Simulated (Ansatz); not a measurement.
# C2H3F (built from SMILES C[C]F): a barrier at many levels of theory

How high is the barrier of this step (H1–C3 formed, H1–C2 broken), and how far do cheaper methods land from CCSD(T)?

Computed with Ansatz 0.2.0, Gaussian basis. Level: single points in def2-TZVPP on PBE0-D4/def2-TZVP structures.

Levels: SPW92, PBE-D4, BLYP-D4, r2SCAN-D4, B97M-V, PBE0-D4, B3LYP-D4, r2SCAN0-D4, BHLYP-D4, CAM-B3LYP-D4, wB97X-V, wB97M-V, B2PLYP, PBE-QIDH, RPA on PBE, Hartree-Fock, MP2, CCSD, CCSD(T). The reference is CCSD(T) at the basis limit, from triple and quadruple zeta. Zero-point energies come from PBE0-D4 vibrations.

Correlated methods freeze the cores. B3LYP uses VWN-RPA correlation. B2PLYP carries no dispersion term here.

4 further runs of the same task are left out: 4 set aside as unsound or not needed.

**1. Start, saddle and end, as given**

Charge 0, multiplicity 1. The folders r, ts and p hold the start, the saddle and the end; their coordinates stand in the first inputs.

| pair | r (Å) | ts (Å) | p (Å) |
| --- | --- | --- | --- |
| H1–C3 | 2.038 | 1.286 | 1.084 |
| H1–C2 | 1.102 | 1.345 | 2.139 |

**2. SPW92/def2-TZVPP**

The input, r/in.yaml:

```yaml
crystal:
  periodic: [false, false, false]
  atoms:
    - {symbol: H, position_ang: [0.256526, -1.062637, 0.666872]}
    - {symbol: C, position_ang: [0.300673, -0.028806, 0.288878]}
    - {symbol: C, position_ang: [-0.241063, -0.141688, -1.081202]}
    - {symbol: F, position_ang: [-1.442916, 0.393369, -1.076925]}
    - {symbol: H, position_ang: [1.366994, 0.203067, 0.234434]}
    - {symbol: H, position_ang: [-0.240213, 0.636595, 0.968042]}
basis:
  gaussian: {orbitals: def2-TZVPP}
hamiltonian: {xc: lda}
```

The input, ts/in.yaml:

```yaml
crystal:
  periodic: [false, false, false]
  atoms:
    - {symbol: H, position_ang: [0.048501, -1.048840, 0.071519]}
    - {symbol: C, position_ang: [0.368300, 0.237642, 0.296348]}
    - {symbol: C, position_ang: [-0.191730, -0.221062, -0.882643]}
    - {symbol: F, position_ang: [-1.495562, 0.120498, -0.951050]}
    - {symbol: H, position_ang: [1.428811, 0.055051, 0.437813]}
    - {symbol: H, position_ang: [-0.158320, 0.856611, 1.028114]}
basis:
  gaussian: {orbitals: def2-TZVPP}
hamiltonian: {xc: lda}
```

The input, p/in.yaml:

```yaml
crystal:
  periodic: [false, false, false]
  atoms:
    - {symbol: H, position_ang: [0.029707, -1.334059, -0.788686]}
    - {symbol: C, position_ang: [0.393493, 0.377191, 0.441506]}
    - {symbol: C, position_ang: [-0.293445, -0.379467, -0.388462]}
    - {symbol: F, position_ang: [-1.503375, -0.032966, -0.837158]}
    - {symbol: H, position_ang: [1.368233, 0.047608, 0.772555]}
    - {symbol: H, position_ang: [0.005387, 1.321594, 0.800345]}
basis:
  gaussian: {orbitals: def2-TZVPP}
hamiltonian: {xc: lda}
```

The same command starts each run, in its folder.

Run with:

```console
> ansatz run in.yaml --threads 2 --pin off --events-out ev --progress --plain --max-ram 4352MiB
```

After this run come: PBE-D4/def2-TZVPP; BLYP-D4/def2-TZVPP; r2SCAN-D4/def2-TZVPP; B97M-V/def2-TZVPP; PBE0-D4/def2-TZVPP; B3LYP-D4/def2-TZVPP; r2SCAN0-D4/def2-TZVPP; BHLYP-D4/def2-TZVPP; CAM-B3LYP-D4/def2-TZVPP; wB97X-V/def2-TZVPP; wB97M-V/def2-TZVPP; B2PLYP/def2-TZVPP; PBE-QIDH/def2-TZVPP; RPA on PBE/def2-TZVPP; CCSD(T)/def2-TZVPP; MP2/def2-QZVPP; Vibrations of the start structure; Vibrations of the end structure.

Q: Predict the outcome of this session. Wanted: barrier, CCSD(T)/CBS; reverse barrier, CCSD(T)/CBS; step energy, CCSD(T)/CBS; barrier with zero-point energy; step energy with zero-point energy; imaginary mode at the saddle; largest T1 diagnostic.

As calculated:

```
                          quantity           value
              barrier, CCSD(T)/CBS   17.5 kcal/mol
      reverse barrier, CCSD(T)/CBS   70.7 kcal/mol
          step energy, CCSD(T)/CBS  -53.2 kcal/mol
    barrier with zero-point energy   16.0 kcal/mol
step energy with zero-point energy  -51.3 kcal/mol
      imaginary mode at the saddle      1284i cm⁻¹
             largest T1 diagnostic           0.018
```

CAM-B3LYP-D4 is the best functional here (0.0 kcal/mol from CCSD(T)/CBS); SPW92 is the worst (-7.5 kcal/mol). Mean unsigned error by rung: LDA 7.5, GGA 3.0, meta-GGA 1.9, hybrid 1.6, range-separated hybrid 0.3, double hybrid 0.7 kcal/mol. PBE-D4 gives a barrier 4.2 kcal/mol too low, outside chemical accuracy (1 kcal/mol). Every functional without exact exchange puts the barrier too low, the usual mark of self-interaction error, which favours the spread-out density of a saddle. The barrier rises with the share of exact exchange, from BLYP-D4 through B3LYP-D4 to BHLYP-D4 (-1.8, -0.5, +2.3 kcal/mol). Hartree-Fock, with no correlation, is off by +8.4 kcal/mol. Zero-point motion lowers the barrier by 1.5 kcal/mol. The restricted Hartree–Fock reference is unstable towards an unrestricted one at one or more of these structures.
